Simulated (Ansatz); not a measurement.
**C2H6 (singlet): the correlation ladder, cc-pVTZ**

How much of the correlation energy of C2H6 (singlet) does each wave-function method recover here?

The runs use Ansatz 0.2.0, Gaussian basis; cc-pVTZ, core rule «outside noble gas», up to 2 orbitals frozen.

Plan: UHF; CCSD(T) on RHF; CCSDT(Q) on RHF.

3 further runs of the same task are left out: 1 that didn't finish, 2 set aside as unsound or not needed.

### 1 The geometry

The geometry is an MP2(full)/6-31G* stationary point (not a proven minimum).

8 atoms, charge 0, spin multiplicity 1.

Atoms are counted from 1 here; the program's logs count them from 0.

Bond lengths: C1–C2 1.524 Å, C1–H3 1.093 Å, C1–H4 1.093 Å, C1–H5 1.093 Å, C2–H6 1.093 Å, C2–H7 1.093 Å, C2–H8 1.093 Å. Angles: C2–C1–H3 111.2°, C2–C1–H4 111.2°, C2–C1–H5 111.2°, H3–C1–H4 107.7°, H3–C1–H5 107.7°, H4–C1–H5 107.7°, C1–C2–H6 111.2°, C1–C2–H7 111.2°, C1–C2–H8 111.2°, H6–C2–H7 107.7°, H6–C2–H8 107.7°, H7–C2–H8 107.7°.

### 2 UHF

File in.yaml:

```yaml
crystal:
  periodic: [false, false, false]
  atoms:
    - {symbol: C, position_ang: [0.000000, 0.000000, 0.762209]}
    - {symbol: C, position_ang: [0.000000, 0.000000, -0.762209]}
    - {symbol: H, position_ang: [0.000000, 1.018957, 1.157229]}
    - {symbol: H, position_ang: [-0.882443, -0.509479, 1.157229]}
    - {symbol: H, position_ang: [0.882443, -0.509479, 1.157229]}
    - {symbol: H, position_ang: [0.000000, -1.018957, -1.157229]}
    - {symbol: H, position_ang: [-0.882443, 0.509479, -1.157229]}
    - {symbol: H, position_ang: [0.882443, 0.509479, -1.157229]}
basis:
  gaussian: {orbitals: cc-pVTZ}
magnetization: {spin_polarized: true, initial_magnetization: 0}
hamiltonian: {xc: hf}
output: {orbitals: {seedname: orbitals}}
```

The run is started by

```console
$ ansatz run in.yaml --threads 1 --pin off --events-out ev --progress --plain --max-ram 2880MiB --backend cpu
```

The runs that follow: CCSD(T) on RHF; CCSDT(Q) on RHF.

Q: Predict the results of all the runs planned. Wanted: RCCSDT(Q) below the RHF energy; RMP2 from RCCSDT(Q); RCCSD from RCCSDT(Q); RCCSD(T) from RCCSDT(Q); T1 diagnostic.

As calculated:

| quantity | value |
| --- | --- |
| RCCSDT(Q) below the RHF energy | -11.3107 eV |
| RMP2 from RCCSDT(Q) | +1239.9 meV |
| RCCSD from RCCSDT(Q) | +393.0 meV |
| RCCSD(T) from RCCSDT(Q) | +26.3 meV |
| levels within 1 kcal/mol (43 meV) | RCCSD(T), RCCSDT |
| T1 diagnostic | 0.008 |

What this shows: RCCSD(T) lands +26.3 meV from the yardstick (0.2 % of the correlation energy). These misses are within one basis, not against nature.
